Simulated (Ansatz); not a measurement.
# C₄H₇NO: one species, many methods

An exercise on one series of results from a longer session: the logs are not shown, and one member is left open.

The runs use Ansatz 0.2.0, Gaussian basis; functionals in def2-TZVPP, the program's frozen cores in correlated methods.

The runs, in order: LDA (SPW92), PBE-D4, revPBE-D4, BLYP-D4, r2SCAN-D4, B97M-V, PBE0-D4, B3LYP-D4, r2SCANh-D4, r2SCAN0-D4, HSE06-D4, BHLYP-D4, CAM-B3LYP-D4, LC-ωPBE, ωB97X-V, ωB97M-V, B2PLYP, PBE-QIDH; CCSD(T)/def2-SVP; CCSD(T)/def2-TZVPP; MP2/def2-QZVPP; extrapolation to the limit; RPA on PBE.

### The relaxed structure

All runs share one geometry, relaxed beforehand with PBE0-D4 in a triple-zeta def2 set.

SMILES `COCCC#N`, 13 atoms, charge 0, spin multiplicity 1.

Atoms are counted from 1 here; the program's logs count them from 0.

Bond lengths: C1–O2 1.403 Å, C1–H7 1.089 Å, C1–H8 1.098 Å, C1–H9 1.099 Å, O2–C3 1.396 Å, C3–C4 1.519 Å, C3–H10 1.100 Å, C3–H11 1.101 Å, C4–C5 1.454 Å, C4–H12 1.093 Å, C4–H13 1.093 Å, C5–N6 1.149 Å. Angles: O2–C1–H7 107.4°, O2–C1–H8 111.4°, O2–C1–H9 111.5°, H7–C1–H8 109.0°, H7–C1–H9 109.0°, H8–C1–H9 108.6°, C1–O2–C3 112.7°, O2–C3–C4 108.3°, O2–C3–H10 111.0°, O2–C3–H11 110.9°, C4–C3–H10 110.1°, C4–C3–H11 108.8°, H10–C3–H11 107.7°, C3–C4–C5 112.6°, C3–C4–H12 109.7°, C3–C4–H13 109.4°, C5–C4–H12 108.5°, C5–C4–H13 108.8° and more.

The first run:

The input, in.yaml:

```yaml
crystal:
  periodic: [false, false, false]
  atoms:
    - {symbol: C, position_ang: [-0.098609, -2.026722, 0.351454]}
    - {symbol: O, position_ang: [-0.530060, -0.760280, -0.069968]}
    - {symbol: C, position_ang: [0.524909, 0.136391, -0.244470]}
    - {symbol: C, position_ang: [-0.056828, 1.495405, -0.592537]}
    - {symbol: C, position_ang: [-0.804513, 2.080937, 0.508969]}
    - {symbol: N, position_ang: [-1.375918, 2.551052, 1.388099]}
    - {symbol: H, position_ang: [-0.983990, -2.651449, 0.463597]}
    - {symbol: H, position_ang: [0.423798, -1.970683, 1.315611]}
    - {symbol: H, position_ang: [0.573859, -2.488222, -0.384760]}
    - {symbol: H, position_ang: [1.134918, 0.208355, 0.667744]}
    - {symbol: H, position_ang: [1.184569, -0.187769, -1.063728]}
    - {symbol: H, position_ang: [0.748169, 2.181762, -0.868794]}
    - {symbol: H, position_ang: [-0.719806, 1.396522, -1.456218]}
basis:
  gaussian: {orbitals: def2-TZVPP}
hamiltonian: {xc: lda}
output: {orbitals: {seedname: orbitals}}
```

Run with:

```sh
> ansatz run in.yaml --threads 4 --pin off --events-out ev --progress --plain --max-ram 10444MiB
```

Among the steps run: LDA; PBE-D4 (GGA); revPBE-D4 (GGA); BLYP-D4 (GGA); r2SCAN-D4 (meta-GGA); B97M-V (meta-GGA); B3LYP-D4 (hybrid); r2SCANh-D4 (hybrid); r2SCAN0-D4 (hybrid); HSE06-D4 (hybrid); BHLYP-D4 (hybrid); CAM-B3LYP-D4 (range-separated); LC-ωPBE (range-separated); ωB97X-V (range-separated); ωB97M-V (range-separated); B2PLYP (double hybrid); PBE-QIDH (double hybrid).

One table of the session follows, with a row left open; its other results are not shown here.

It belongs to the step «Orbital energies across the functionals». 

| functional | HOMO (eV) | LUMO (eV) | gap (eV) |
| --- | --- | --- | --- |
| LDA (SPW92) | -6.48 | -0.66 | 5.82 |
| PBE-D4 | -6.37 | -0.43 | 5.93 |
| revPBE-D4 | -6.32 | -0.34 | 5.98 |
| BLYP-D4 | -6.30 | -0.37 | 5.93 |
| r2SCAN-D4 | -6.70 | -0.04 | 6.66 |
| B97M-V | -6.87 | -0.19 | 6.69 |
| PBE0-D4 | -7.97 | 0.53 | 8.50 |
| B3LYP-D4 | -7.74 | 0.21 | 7.96 |
| r2SCANh-D4 | -7.30 | 0.33 | 7.63 |
| r2SCAN0-D4 | -8.21 | 0.84 | 9.05 |
| HSE06-D4 | -7.56 | 0.15 | 7.71 |
| BHLYP-D4 | -9.56 | 1.27 | 10.84 |
| CAM-B3LYP-D4 | -9.44 | 1.41 | 10.85 |
| LC-ωPBE | -10.74 | 2.72 | 13.45 |
| ωB97X-V | ? | ? | ? |
| ωB97M-V | -10.39 | 2.16 | 12.55 |

Estimate the missing values for ωB97X-V.

The run gave: HOMO (eV): -10.45; LUMO (eV): 2.52; gap (eV): 12.98. In the column «HOMO (eV)» it lies between LC-ωPBE (-10.74) and ωB97M-V (-10.39).
